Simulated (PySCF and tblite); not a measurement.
Results of a calculation; reference values are marked as such.
System: C₅H₈O, numbered as in [O:1]=[C:2]1[CH2:3][CH2:4][CH2:5][CH2:6]1.

Motion: inversion of the 5-membered ring (2–3–4–5–6). GFN2-xTB gives an electronic barrier of 2.5 kcal/mol.

What does B3LYP/pcSseg-1 + D3(BJ) give on PBE0-D3(BJ)/def2-SVP geometries?

A barrier of 2.9 kcal/mol, 0.4 above the tight-binding barrier (from unrounded values) and, with GFN2-xTB thermal terms, ΔG‡(298 K) = 3.0 kcal/mol and k = 7.6×10¹⁰ s⁻¹ (2 equivalent paths).

And the level of the geometries itself, PBE0-D3(BJ)/def2-SVP?

3.0 kcal/mol.

Programs: tblite and PySCF.
